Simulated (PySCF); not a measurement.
# PH3 (phosphine) at CISD/6-31G

What is the vertical ionisation energy of PH3 (phosphine) at CISD/6-31G? The job is set up through a Python script.

Program for the calculation: PySCF 2.14.0.

5 further runs of the same task are left out: 5 set aside as unsound or not needed.

## Step 1: Starting point

PH3 has 4 atoms, charge 0, and is taken as a singlet. SMILES: `P`. Geometry: relaxed at PBE0-D4/def2-TZVP.

Bond lengths: P1–H2 1.420 Å, P1–H3 1.420 Å, P1–H4 1.420 Å. Angles: H2–P1–H3 93.1°, H2–P1–H4 93.1°, H3–P1–H4 93.1°.

## Step 2: A single-point energy at CISD/6-31G

Input file input.py:

```python
from pyscf import gto, scf, ci

mol = gto.M(
    atom='''
P      0.653845    -0.616996    -0.628901
H      1.192228    -0.064251     1.940749
H     -1.900120    -1.252888    -0.108092
H      0.054235     1.934135    -1.203567
''',
    unit='bohr',
    basis='6-31g',
    max_memory=1860,
    charge=0,
    verbose=3,
)

calc0 = scf.RHF(mol)
calc0.conv_tol = 1e-10
calc0.kernel()
if not calc0.converged:
    calc0 = calc0.newton().run(calc0.mo_coeff, calc0.mo_occ)

cisd = ci.CISD(calc0, frozen=5)
cisd.kernel()
e_tot = cisd.e_tot
print('Final energy', e_tot)
```

On the command line:

```console
$ OMP_NUM_THREADS=1 python input.py
```

Log:

```text
converged SCF energy = -342.395714305145
E(RCISD) = -342.4774789629665  E_corr = -0.08176465782108955
Final energy -342.4774789629665
```

It took 0.84 s on 1 thread of Arm Neoverse N1, shared host; peak memory 0.1 GiB.

## Step 3: The doublet cation, same level

Input file input.py:

```python
from pyscf import gto, ci

mol = gto.Mole()
mol.atom = 'P 0.346000 -0.326500 -0.332800; H 0.630900 -0.034000 1.027000; H -1.005500 -0.663000 -0.057200; H 0.028700 1.023500 -0.636900'
mol.max_memory = 1860
mol.verbose = 4
mol.spin = 1
mol.basis = '6-31g'
mol.charge = 1
mol.build()

mf = mol.UHF()
mf.conv_tol = 1e-10
mf.kernel()
if not mf.converged:
    mf = mf.newton().run(mf.mo_coeff, mf.mo_occ)

cisd = ci.CISD(mf, frozen=5)
cisd.kernel()
energy = cisd.e_tot
print(f'total energy: {energy:.8f} hartree')
```

On the command line:

```console
$ OMP_NUM_THREADS=1 python input.py
```

Log:

```text
PySCF version 2.14.0

[INPUT] num. atoms = 4
[INPUT] num. electrons = 17
[INPUT] charge = 1
[INPUT] spin (= nelec alpha-beta = 2S) = 1
[INPUT] symmetry False subgroup None
[INPUT] Mole.unit = angstrom
[INPUT] Symbol           X                Y                Z      unit          X                Y                Z       unit  Magmom
[INPUT]  1 P      0.346000000000  -0.326500000000  -0.332800000000 AA    0.653845239100  -0.616995579670  -0.628900854255 Bohr   0.0
[INPUT]  2 H      0.630900000000  -0.034000000000   1.027000000000 AA    1.192228211988  -0.064250688235   1.940748729928 Bohr   0.0
[INPUT]  3 H     -1.005500000000  -0.663000000000  -0.057200000000 AA   -1.900119618250  -1.252888420587  -0.108092334325 Bohr   0.0
[INPUT]  4 H      0.028700000000   1.023500000000  -0.636900000000 AA    0.054235139775   1.934134688492  -1.203566568735 Bohr   0.0

nuclear repulsion = 17.5426218499292
number of shells = 13
number of NR pGTOs = 58
number of NR cGTOs = 19
basis = 6-31g
ecp = {}

******** <class 'pyscf.scf.uhf.UHF'> ********
method = UHF
initial guess = minao
damping factor = 0
level_shift factor = 0
DIIS = <class 'pyscf.scf.diis.CDIIS'>
diis_start_cycle = 1
diis_space = 8
diis_damp = 0
SCF conv_tol = 1e-10
SCF conv_tol_grad = None
SCF max_cycles = 50
direct_scf = True
direct_scf_tol = 1e-13
number electrons alpha = 9  beta = 8
Set gradient conv threshold to 1e-05
init E= -342.16273027258
[... the frontier-level lines of each cycle are left out ...]

cycle= 1 E= -342.002250493828  delta_E= 0.16  |g|= 0.209  |ddm|= 1.09
cycle= 2 E= -342.043500966704  delta_E= -0.0413  |g|= 0.0434  |ddm|= 0.43
cycle= 3 E= -342.045230071591  delta_E= -0.00173  |g|= 0.0131  |ddm|= 0.0626
cycle= 4 E= -342.04553466647  delta_E= -0.000305  |g|= 0.00665  |ddm|= 0.0316
cycle= 5 E= -342.045661863842  delta_E= -0.000127  |g|= 0.00382  |ddm|= 0.0209
cycle= 6 E= -342.045725522079  delta_E= -6.37e-05  |g|= 0.000896  |ddm|= 0.023
cycle= 7 E= -342.045728423733  delta_E= -2.9e-06  |g|= 0.000106  |ddm|= 0.00562
cycle= 8 E= -342.045728446663  delta_E= -2.29e-08  |g|= 1.72e-05  |ddm|= 0.000463
cycle= 9 E= -342.045728447194  delta_E= -5.32e-10  |g|= 2.58e-06  |ddm|= 5.46e-05
cycle= 10 E= -342.045728447205  delta_E= -1.06e-11  |g|= 4.33e-07  |ddm|= 7.62e-06
Extra cycle  E= -342.045728447206  delta_E= -7.96e-13  |g|= 1.81e-07  |ddm|= 8.59e-07
converged SCF energy = -342.045728447206  <S^2> = 0.75552192  2S+1 = 2.0055143

******** <class 'pyscf.ci.ucisd.UCISD'> ********
CISD nocc = (np.int64(4), np.int64(3)), nmo = (14, 14)
frozen orbitals 5
max_cycle = 50
direct = 0
conv_tol = 1e-09
max_cycle = 50
max_space = 12
lindep = 0
nroots = 1
Init t2, MP2 energy = -0.0541239734327989
UCISD converged
E(UCISD) = -342.1192446633541  E_corr = -0.07351621614836029
total energy: -342.11924466 hartree
```

It took 1.1 s on 1 thread of Arm Neoverse N1, shared host; peak memory 0.12 GiB.

## Step 4: What came out

At CISD/6-31G, 5 core orbitals frozen:

```
                                                                  quantity          value
                                                 singlet PH3: total energy  -342.47748 Eh
                         singlet PH3: dipole moment (Hartree–Fock density)         1.22 D
                          singlet PH3: HOMO energy (Hartree–Fock orbitals)      -10.53 eV
                          singlet PH3: LUMO energy (Hartree–Fock orbitals)        4.57 eV
                        singlet PH3: HOMO–LUMO gap (Hartree–Fock orbitals)       15.10 eV
                  singlet PH3: correlation energy (5 core orbitals frozen)      -81.8 mEh
                                              doublet cation: total energy  -342.11924 Eh
doublet cation: HOMO energy (Hartree–Fock orbitals) (highest over α and β)      -21.13 eV
 doublet cation: LUMO energy (Hartree–Fock orbitals) (lowest over α and β)       -8.61 eV
               doublet cation: correlation energy (5 core orbitals frozen)      -73.5 mEh
                         doublet cation: ⟨S²⟩ of the reference determinant          0.756
                        vertical ionisation energy (to the doublet cation)       9.748 eV
```

**Reading.** The vertical ionisation energy comes to 9.75 eV (225 kcal/mol). Mulliken charges (singlet PH3) of the mean-field density run from -0.05 on H2 to +0.16 on P1; they depend strongly on the basis.
